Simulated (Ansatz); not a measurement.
Process, species as SMILES: [CH]=O (CH-O) → O=[CH-] (an electron is taken up)
B3LYP-D3(BJ)/def2-TZVP geometries, fixed; electronic energies without zero-point terms; positive where energy is released.
Largest species:
```
C
O 1 1.1718
H 1 1.1249 2 124.43
```
Charge 0, spin multiplicity 2.

Basis-set convergence of the adiabatic electron affinity at PBE with Ansatz (a program for electronic structure). Cartesian d functions, on some or all atoms, in 6-31G*, 6-31+G*; all else is spherical. Open shells are unrestricted. No added dispersion term, no relativity. Functions are those of the species that has most. Reference: the value in aug-pcseg-3, 0.351 eV, itself unsure by roughly 0.109 eV (its mean distance from aug-cc-pVQZ, def2-QZVPPD). Deviations are taken from unrounded values.

| basis | functions | adiabatic electron affinity (eV) |
|---|---|---|
| 6-31G* | 32 | -0.779 |
| 6-31+G* | 40 | 0.257 |
| cc-pVDZ | 33 | -0.642 |
| aug-cc-pVDZ | 55 | 0.330 |
| def2-SVP | 33 | -0.512 |
| def2-SVPD | 51 | 0.080 |
| pcseg-1 | 33 | -0.310 |
| aug-pcseg-1 | 55 | 0.360 |
| 6-311G** | 42 | -0.424 |
| 6-311+G** | 50 | 0.226 |
| def2-TZVP | 68 | -0.030 |
| def2-TZVPD | 86 | 0.152 |
| cc-pVTZ | 74 | -0.225 |
| aug-cc-pVTZ | 115 | 0.296 |
| pcseg-2 | 74 | 0.070 |
| aug-pcseg-2 | 115 | 0.330 |
| def2-TZVPP | 76 | -0.034 |
| def2-TZVPPD | 94 | 0.149 |
| cc-pVQZ | 140 | -0.047 |
| aug-cc-pVQZ | 206 | 0.303 |
| def2-QZVPP | 144 | 0.074 |
| def2-QZVPPD | 162 | 0.181 |
| pcseg-3 | 153 | 0.186 |
| aug-pcseg-3 | 219 | 0.351 |

What the diffuse functions change, pair by pair:
- 6-31G* to 6-31+G*: 8 more functions, deviation -1.130 to -0.095 eV
- cc-pVDZ to aug-cc-pVDZ: 22 more functions, deviation -0.993 to -0.021 eV
- def2-SVP to def2-SVPD: 18 more functions, deviation -0.863 to -0.271 eV
- pcseg-1 to aug-pcseg-1: 22 more functions, deviation -0.661 to 0.009 eV
- 6-311G** to 6-311+G**: 8 more functions, deviation -0.775 to -0.126 eV
- def2-TZVP to def2-TZVPD: 18 more functions, deviation -0.381 to -0.200 eV
- cc-pVTZ to aug-cc-pVTZ: 41 more functions, deviation -0.576 to -0.056 eV
- pcseg-2 to aug-pcseg-2: 41 more functions, deviation -0.281 to -0.022 eV
- def2-TZVPP to def2-TZVPPD: 18 more functions, deviation -0.385 to -0.202 eV
- cc-pVQZ to aug-cc-pVQZ: 66 more functions, deviation -0.399 to -0.048 eV
- def2-QZVPP to def2-QZVPPD: 18 more functions, deviation -0.278 to -0.170 eV
- pcseg-3 to aug-pcseg-3: 66 more functions, deviation -0.165 to 0.000 eV

Leaving out the reference's own pair, they bring the value nearer the reference by more than 0.109 eV in 10 of 11 pairs.
